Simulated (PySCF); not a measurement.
**Core-level binding energies of 1,2,3-butatriene**

1,2,3-butatriene, C4H4.
Cartesian coordinates in Å at the PBE0-D3(BJ)/def2-SVP level; atoms count from 1:
```xyz
8
C4H4 angstrom
C      1.9064   -0.2982    0.3351
C      0.6213   -0.0974    0.1224
C     -0.6213    0.0972   -0.0837
C     -1.9064    0.2982   -0.2962
H      2.2568   -0.8803    1.1943
H      2.6658    0.1103   -0.3402
H     -2.2569    0.8805   -1.1553
H     -2.6658   -0.1103    0.3791
```

The calculation used delta-SCF UKS SCAN, pcX-2 on the ionised atom, pcseg-1 elsewhere, spin-free X2C in PySCF. Binding energies are ΔSCF values: E(core-ionised, relaxed orbitals) − E(ground state) at a fixed geometry, referred to the vacuum level.

Give the core binding energies atom by atom.

```csv
atom(s),bonded to,level,binding energy (eV),count
C1/C4,C (double bond) and 2 H,C 1s,290.52,2
```

Give the binding energy of C 1s of C1/C4 in hartree and in kJ/mol.

290.52 eV = 10.6764 Eh = 28031 kJ/mol.

Which photon energy gives electrons from C 1s of C1/C4 a kinetic energy of 100 eV, and what is their de Broglie wavelength?

hν = 290.52 + 100 = 390.52 eV, recoil neglected; λ = 12.264 Å/√(E/eV) = 1.23 Å.

Atoms equivalent by their bonding share one computed value, that of the first of them. The list is incomplete; no value stands for C 1s of C2, C3 (hole states with ⟨S²⟩ of 1 or more are left out). Geometry: PBE0-D3(BJ)/def2-SVP; no solvent, vibrations or thermal averaging.
